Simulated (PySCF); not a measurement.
A PySCF script (with the pyscf-properties extension) for the NMR shieldings of SMILES c1ccccc1, C$_{6}$H$_{6}$, on a GFN2-xTB geometry:

```python
import basis_set_exchange as bse
import numpy as np
from pyscf import gto, dft
from pyscf.prop import nmr

atoms = """
C     0.955257    1.002107   -0.020850
C     1.345557   -0.326291   -0.014602
C     0.390424   -1.328534    0.003331
C    -0.955146   -1.002293    0.015758
C    -1.345527    0.326150    0.010127
C    -0.390269    1.328293   -0.007613
H     1.700830    1.784013   -0.035341
H     2.395560   -0.580808   -0.023765
H     0.695148   -2.365161    0.008233
H    -1.700583   -1.784294    0.029811
H    -2.395433    0.581151    0.020213
H    -0.694620    2.364981   -0.011329
"""
names = dict.fromkeys(["C", "H"], "pcSseg-1")
basis = {el: gto.basis.parse(bse.get_basis(n, elements=[el], fmt="nwchem")) for el, n in names.items()}
mol = gto.M(atom=atoms, basis=basis, charge=0, verbose=0)
mf = dft.RKS(mol, xc="PBE0")
mf.grids.level = 2
mf.grids.alignment = dft.numint.BLKSIZE   # the property module wants whole blocks of grid points
mf.conv_tol = 1e-9
mf.kernel()

calc = nmr.RKS(mf)   # GIAO
C = mf.mo_coeff
Co = C[:, mf.mo_occ > 0]
resp = mf.gen_response(singlet=True, hermi=2)
def vind(x):   # induced exchange potential for any number of trial vectors
    d = np.einsum("pi,xij,qj->xpq", C, 2 * x.reshape(-1, C.shape[1], Co.shape[1]), Co, optimize=True)
    return np.einsum("xpq,pi,qj->xij", resp(d - d.transpose(0, 2, 1)), C, Co, optimize=True).ravel()
mo1, _ = nmr.rhf.solve_mo1(calc, with_cphf=vind)
sigma = calc.kernel(mo1)
for i, s in enumerate(sigma):   # ppm
    w = np.linalg.eigvalsh((s + s.T) / 2)
    print("%2d %-2s iso %8.1f  s11 %8.1f  s22 %8.1f  s33 %8.1f" % (i, mol.atom_pure_symbol(i), w.mean(), *w))
```

Problem. What does it print?

Solution. 
```
 0 C  iso     53.0  s11    -59.3  s22     39.3  s33    179.0
 1 C  iso     53.0  s11    -59.3  s22     39.3  s33    179.0
 2 C  iso     53.0  s11    -59.3  s22     39.3  s33    179.0
 3 C  iso     53.0  s11    -59.3  s22     39.2  s33    179.0
 4 C  iso     53.0  s11    -59.3  s22     39.3  s33    179.0
 5 C  iso     53.0  s11    -59.3  s22     39.3  s33    179.0
 6 H  iso     24.1  s11     20.8  s22     24.3  s33     27.0
 7 H  iso     24.1  s11     20.8  s22     24.3  s33     27.1
 8 H  iso     24.1  s11     20.8  s22     24.3  s33     27.0
 9 H  iso     24.1  s11     20.8  s22     24.3  s33     27.0
10 H  iso     24.1  s11     20.8  s22     24.3  s33     27.0
11 H  iso     24.1  s11     20.8  s22     24.3  s33     27.1
```

These numbers come from an equivalent density-fitted implementation of the same equations, which agrees with the script to about 0.01 ppm for H and up to a few tenths of a ppm for heavy atoms, so last digits may differ.

Problem. Turn these shieldings into chemical shifts. Scale: TMS for 13C (186.93 ppm) and 1H (31.72 ppm) (reference shieldings calculated alike).

Solution. Averaging equivalent atoms: C 0/1/2/3/4/5: 133.9; H 6/7/8/9/10/11: 7.66 ppm. 

Size and cost of the density-fitted run: 132 basis functions, roughly 10 core-seconds.
